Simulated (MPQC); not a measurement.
**CH5Al (SMILES [CH3][AlH2]): levels of theory compared**

Wanted: a comparison of 6 runs (HF/STO-3G, HF/3-21G, HF/def2-SVP, PBE0/def2-SVP, MP2/def2-SVP, MP2/def2-TZVP) of CH5Al. 

Program for the calculation: MPQC 2.3.1.

## 1. The molecule

The species is CH5Al (7 atoms), meant as a singlet with charge 0. As SMILES, `[CH3][AlH2]`. The coordinates come from a PBE0-D4/def2-TZVP relaxation.

Bond lengths: C1–Al2 1.950 Å, C1–H3 1.093 Å, C1–H4 1.097 Å, C1–H5 1.093 Å, Al2–H6 1.590 Å, Al2–H7 1.590 Å. Angles: C1–Al2–H6 120.6°, C1–Al2–H7 120.6°, Al2–C1–H3 112.6°, Al2–C1–H4 109.5°, Al2–C1–H5 112.5°, H6–Al2–H7 118.8°, H3–C1–H4 106.7°, H3–C1–H5 108.6°, H4–C1–H5 106.6°.

## 2. Energy and gradient at HF/STO-3G (run 1)

File job.in:

```
molecule<Molecule>: (
  symmetry = c1
  unit = bohr
  { atoms geometry } = {
    C  [ -0.84754217  -1.31449349  -0.67179764 ]
    Al [ 1.06372684   1.47077384   0.80256669 ]
    H  [ -2.00896784  -2.30470998   0.71960771 ]
    H  [ -2.14370532  -0.57901208  -2.11309175 ]
    H  [ 0.36547303  -2.69380459  -1.61684967 ]
    H  [ 0.03023562   2.92775268   3.21895948 ]
    H  [ 3.65624211   2.36518122  -0.42594427 ]
  }
)
basis<GaussianBasisSet>: (
  name = "STO-3G"
  molecule = $:molecule
  basisdir = "."
  puream = yes
)
mpqc: (
  checkpoint = no
  savestate = no
  restart = no
  do_energy = yes
  do_gradient = yes
  optimize = no
  mole<CLHF>: (
    molecule = $:molecule
    basis = $:basis
    total_charge = 0
    memory = 1000000000
    print_evals = yes
    print_npa = yes
    maxiter = 120
    value_accuracy = 1e-08
    guess_wavefunction<CLHF>: (
      molecule = $:molecule
      total_charge = 0
      memory = 1000000000
      value_accuracy = 1e-3
      basis<GaussianBasisSet>: (
        name = "STO-3G"
        molecule = $:molecule
      )
    )
  )
)
```

The basis set STO-3G is read from a file made from the Basis Set Exchange's data (not shown).

The run is started by

```bash
$ mpqc -o job.out job.in
```

Standard output:

```text
MPQC: Massively Parallel Quantum Chemistry
[...]
  LUMO is    13   A =   0.326754
  total scf energy = -279.3183976694
[...]
Value of the MolecularEnergy: -279.3183976694
  Gradient of the MolecularEnergy:
      1   -0.0056689630
      2   -0.0157703783
      3   -0.0028231101
      4   -0.0141415116
      5   -0.0214199127
      6   -0.0107487698
      7   -0.0061016805
      8   -0.0025946519
      9    0.0066104760
     10   -0.0062867033
     11    0.0048830173
     12   -0.0072815649
[...]
      symmetry = c1
[...]
```

Run time: 0.24 s. Hardware: 1 thread of Arm Neoverse V1, shared host.

## 3. Energy and gradient at HF/3-21G (run 2)

File input.in:

```
% CH5Al
molecule<Molecule>: (
    symmetry = c1
    unit = angstrom
    { atoms geometry } = {
        C  [ -0.448500 -0.695600 -0.355500 ]
        Al [ 0.562900 0.778300 0.424700 ]
        H  [ -1.063100 -1.219600 0.380800 ]
        H  [ -1.134400 -0.306400 -1.118200 ]
        H  [ 0.193400 -1.425500 -0.855600 ]
        H  [ 0.016000 1.549300 1.703400 ]
        H  [ 1.934800 1.251600 -0.225400 ]
    }
)
basis<GaussianBasisSet>: (
    name = "3-21G"
    molecule = $:molecule
    basisdir = "."
    puream = yes
)
mpqc: (
    checkpoint = no
    savestate = no
    restart = no
    do_energy = yes
    do_gradient = yes
    optimize = no
    mole<CLHF>: (
        molecule = $:molecule
        basis = $:basis
        total_charge = 0
        memory = 1000000000
        print_evals = yes
        print_npa = yes
        maxiter = 120
        value_accuracy = 1e-08
        guess_wavefunction<ExtendedHuckelWfn>: (
            molecule = $:molecule
            total_charge = 0
            multiplicity = 1
            basis<GaussianBasisSet>: (
                name = "STO-3G"
                molecule = $:molecule
            )
        )
    )
)
```

The basis set 3-21G is read from a file made from the Basis Set Exchange's data (not shown).

The run is started by

```bash
$ mpqc input.in > input.out
```

Standard output:

```text
MPQC: Massively Parallel Quantum Chemistry
[...]
  CLSCF::init: total charge = 0
[...]
  nbasis = 32
[...]
  iter     1 energy = -277.4122355878 delta = 2.17489e-01
[...]
  LUMO is    13   A =   0.050614
  total scf energy = -281.1258714946
[...]
Value of the MolecularEnergy: -281.1258714946
  Gradient of the MolecularEnergy:
      1    0.0086388240
      2    0.0113247180
      3    0.0069888524
      4   -0.0043249925
      5   -0.0055627969
      6   -0.0034806691
      7   -0.0026644625
      8   -0.0015375492
      9    0.0030040104
     10   -0.0017824960
     11    0.0020889062
     12   -0.0021752677
[...]
      symmetry = c1
[...]
```

Run time: 0.89 s. Hardware: 1 thread of Arm Neoverse V1, shared host.

Run 3 isn't shown in full; the table further down has it.

## 4. Energy and gradient at PBE0/def2-SVP (run 4)

File job.in:

```
molecule<Molecule>: (
  symmetry = c1
  unit = angstrom
  { atoms geometry } = {
    C  [ -0.448500    -0.695600    -0.355500 ]
    Al [ 0.562900     0.778300     0.424700 ]
    H  [ -1.063100    -1.219600     0.380800 ]
    H  [ -1.134400    -0.306400    -1.118200 ]
    H  [ 0.193400    -1.425500    -0.855600 ]
    H  [ 0.016000     1.549300     1.703400 ]
    H  [ 1.934800     1.251600    -0.225400 ]
  }
)
basis<GaussianBasisSet>: (
  name = "def2-SVP"
  molecule = $:molecule
  basisdir = "."
  puream = yes
)
mpqc: (
  checkpoint = no
  savestate = no
  restart = no
  do_energy = yes
  do_gradient = yes
  optimize = no
  mole<CLKS>: (
    molecule = $:molecule
    basis = $:basis
    total_charge = 0
    memory = 1000000000
    print_evals = yes
    print_npa = yes
    maxiter = 120
    value_accuracy = 1e-08
    functional<SumDenFunctional>: (
      a0 = 0.25
      coefs = [ 0.75 1 ]
      funcs: [ <PBEXFunctional>: () <PBECFunctional>: () ]
    )
    integrator<RadialAngularIntegrator>: ( grid = xfine )
    guess_wavefunction<CLHF>: (
      molecule = $:molecule
      total_charge = 0
      memory = 1000000000
      value_accuracy = 1e-3
      basis<GaussianBasisSet>: (
        name = "STO-3G"
        molecule = $:molecule
      )
    )
  )
)
```

The basis set def2-SVP is read from a file made from the Basis Set Exchange's data (not shown).

The run is started by

```bash
$ mpqc job.in > job.out
```

Standard output:

```text
MPQC: Massively Parallel Quantum Chemistry
[...]
  Integrated electron density error = -0.000225507293
  iter     1 energy = -283.0974009560 delta = 1.41626e-01
  Integrated electron density error = -0.000137832825
  iter     2 energy = -283.2405986085 delta = 2.78183e-02
[...]
  Integrated electron density error = 0.000000084819
  iter     9 energy = -283.2447803329 delta = 5.57339e-07
  Integrated electron density error = 0.000000084833
  iter    10 energy = -283.2447803329 delta = 5.19666e-08
  Integrated electron density error = 0.000000084834
  iter    11 energy = -283.2447803329 delta = 1.99243e-08
[...]
  LUMO is    13   A =  -0.046241
  total scf energy = -283.2447803329
[...]
  Integrated electron density error = 0.000000078248
  Total Gradient:
[...]
Value of the MolecularEnergy: -283.2447803329
  Gradient of the MolecularEnergy:
      1   -0.0025396213
      2   -0.0034342265
      3   -0.0019274856
      4   -0.0003106858
      5   -0.0003449356
      6   -0.0002600831
      7    0.0033959927
      8    0.0028477355
      9   -0.0039224572
     10    0.0034628253
     11   -0.0019034811
     12    0.0038514278
[...]
        symmetry = c1
[...]
```

Run time: 32 s. Hardware: 1 thread of Arm Neoverse V1, shared host; peak memory 0.18 GiB.

Run 5 isn't shown in full; the table further down has it.

## 5. Energy and forces at MP2/def2-TZVP (run 6)

File input.in:

```
% emacs should use -*- KeyVal -*- mode
molecule<Molecule>: (
   symmetry = c1
   unit = angstrom
   { atoms geometry } = {
      C  [ -0.448500      -0.695600      -0.355500 ]
      Al [ 0.562900       0.778300       0.424700 ]
      H  [ -1.063100      -1.219600       0.380800 ]
      H  [ -1.134400      -0.306400      -1.118200 ]
      H  [ 0.193400      -1.425500      -0.855600 ]
      H  [ 0.016000       1.549300       1.703400 ]
      H  [ 1.934800       1.251600      -0.225400 ]
   }
)
basis<GaussianBasisSet>: (
   name = "def2-TZVP"
   molecule = $:molecule
   basisdir = "."
   puream = yes
)
mpqc: (
   checkpoint = no
   savestate = no
   restart = no
   do_energy = yes
   do_gradient = yes
   optimize = no
   mole<MBPT2>: (
      molecule = $:molecule
      basis = $:basis
      memory = 1000000000
      method = mp
      nfzc = 6
      reference<CLHF>: (
         molecule = $:molecule
         basis = $:basis
         total_charge = 0
         memory = 1000000000
         print_evals = yes
         maxiter = 120
         value_accuracy = 1e-08
         guess_wavefunction<CLHF>: (
            molecule = $:molecule
            total_charge = 0
            memory = 1000000000
            value_accuracy = 1e-3
            basis<GaussianBasisSet>: (
               name = "STO-3G"
               molecule = $:molecule
            )
         )
      )
   )
)
```

The basis set def2-TZVP is read from a file made from the Basis Set Exchange's data (not shown).

The run is started by

```bash
$ mpqc input.in > input.out
```

Standard output:

```text
MPQC: Massively Parallel Quantum Chemistry
[...]
  LUMO is    13   A =   0.048995
  total scf energy = -282.7034449579
[...]
  MP2 correlation energy [au]:         -0.255622143868
  MP2 energy [au]:                   -282.959067101803
[...]
Value of the MolecularEnergy: -282.9590671018
  Gradient of the MolecularEnergy:
      1    0.0009923773
      2    0.0014674660
      3    0.0008366019
      4   -0.0020924960
      5   -0.0030969353
      6   -0.0016001151
      7   -0.0003762448
      8   -0.0001489021
      9    0.0006722064
     10   -0.0003813644
     11    0.0003992955
     12   -0.0004497750
[...]
        symmetry = c1
[...]
```

It took 69 s on 1 thread of Arm Neoverse V1, shared host; peak memory 0.5 GiB.

## 6. All runs side by side

```
run          level   starting guess  integration grid  energy (Eh)  HOMO energy (eV)  LUMO energy (eV)  HOMO–LUMO gap (eV)  wall time
  1      HF/STO-3G           STO-3G                 –  -279.318398             -8.90              8.89               17.79     0.24 s
  2       HF/3-21G    huckel STO-3G                 –  -281.125871            -11.05              1.38               12.43     0.89 s
  3    HF/def2-SVP  MINI (Huzinaga)                 –  -282.575592            -11.20              1.49               12.68      5.1 s
  4  PBE0/def2-SVP           STO-3G             xfine  -283.244780             -8.07             -1.26                6.82       32 s
  5   MP2/def2-SVP           STO-3G                 –  -282.794547            -11.20              1.49               12.68       11 s
  6  MP2/def2-TZVP           STO-3G                 –  -282.959067            -11.16              1.33               12.49       69 s
```

## 7. What came out

```
                                          quantity          value
                               run 6: total energy  -282.95907 Eh
        run 6: HOMO energy (Hartree–Fock orbitals)      -11.16 eV
        run 6: LUMO energy (Hartree–Fock orbitals)        1.33 eV
      run 6: HOMO–LUMO gap (Hartree–Fock orbitals)       12.49 eV
run 6: correlation energy (6 core orbitals frozen)     -255.6 mEh
                   run 6: largest force on an atom     0.209 eV/Å
```

In words: Over runs 1, 2, 3, 4 the HOMO–LUMO gap runs from 6.82 eV (PBE0/def2-SVP) to 17.79 eV (HF/STO-3G). The two ends differ in method and basis. In run 1 the basis is minimal, so the values are rough. All runs together took 2 min, the longest 69 s.
